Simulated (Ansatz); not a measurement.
# S₂O: a ladder of functionals and wavefunction methods

The task here is to estimate one member of a computed series from the others.

Computed with Ansatz 0.2.0, Gaussian basis. Level: functionals in def2-TZVPP, the program's frozen cores in correlated methods.

Levels to be run: LDA (SPW92), PBE-D4, revPBE-D4, BLYP-D4, r2SCAN-D4, B97M-V, PBE0-D4, B3LYP-D4, r2SCANh-D4, r2SCAN0-D4, HSE06-D4, BHLYP-D4, CAM-B3LYP-D4, LC-ωPBE, ωB97X-V, ωB97M-V, B2PLYP, PBE-QIDH; CCSD(T)/def2-SVP; CCSD(T)/def2-TZVPP; CCSD(T)/def2-QZVPP; extrapolation to the limit; RPA on PBE.

## The geometry

All runs share one geometry, relaxed beforehand with PBE0-D4 in a triple-zeta def2 set.

SMILES `O=S=S`, 3 atoms, charge 0, spin multiplicity 1.

Atoms are counted from 1 here; the program's logs count them from 0.

Bond lengths: O1–S2 1.453 Å, S2–S3 1.880 Å. Angles: O1–S2–S3 117.8°.

Geometry (Å):

```xyz
3
charge 0, multiplicity 1
O     0.4520    1.2038    0.4933
S     0.5291   -0.2057    0.1489
S    -0.9811   -0.9981   -0.6421
```

The first run:

Contents of in.yaml:

```yaml
crystal:
  periodic: [false, false, false]
  atoms:
    - {symbol: O, position_ang: [0.452030, 1.203823, 0.493268]}
    - {symbol: S, position_ang: [0.529077, -0.205692, 0.148877]}
    - {symbol: S, position_ang: [-0.981097, -0.998131, -0.642146]}
basis:
  gaussian: {orbitals: def2-TZVPP}
hamiltonian: {xc: lda}
output: {orbitals: {seedname: orbitals}}
```

The run is started by

```sh
> ansatz run in.yaml --threads 4 --pin off --events-out ev --progress --plain --max-ram 10444MiB
```

Among the steps run: LDA; PBE-D4 (GGA); revPBE-D4 (GGA); BLYP-D4 (GGA); r2SCAN-D4 (meta-GGA); B97M-V (meta-GGA); B3LYP-D4 (hybrid); r2SCANh-D4 (hybrid); r2SCAN0-D4 (hybrid); HSE06-D4 (hybrid); BHLYP-D4 (hybrid); CAM-B3LYP-D4 (range-separated); LC-ωPBE (range-separated); ωB97X-V (range-separated); ωB97M-V (range-separated); B2PLYP (double hybrid); PBE-QIDH (double hybrid).

One of the session's tables, all rows but one given; the rest of the session is left out.

It belongs to the step «Frontier levels by functional». 

```
  functional  HOMO (eV)  LUMO (eV)  gap (eV)
 LDA (SPW92)      -7.01      -4.84      2.18
      PBE-D4      -6.85      -4.65      2.20
   revPBE-D4      -6.80      -4.59      2.21
     BLYP-D4      -6.69      -4.51      2.19
   r2SCAN-D4      -7.13      -4.70      2.43
      B97M-V      -7.18      -4.65      2.52
     PBE0-D4      -8.13      -3.92      4.21
    B3LYP-D4      -7.88      -4.09      3.78
  r2SCANh-D4      -7.60      -4.40      3.20
  r2SCAN0-D4      -8.31      -3.95      4.36
    HSE06-D4      -7.72      -4.30      3.43
    BHLYP-D4      -9.25      -3.02      6.23
CAM-B3LYP-D4      -9.45      -2.81      6.64
     LC-ωPBE     -10.83      -1.77      9.06
     ωB97X-V     -10.45      -1.78      8.68
     ωB97M-V          ?          ?         ?
```

**Question.** Estimate the row for ωB97M-V.

The run gave: HOMO (eV): -10.27; LUMO (eV): -1.73; gap (eV): 8.54. In the column «HOMO (eV)» it lies between ωB97X-V (-10.45) and CAM-B3LYP-D4 (-9.45).
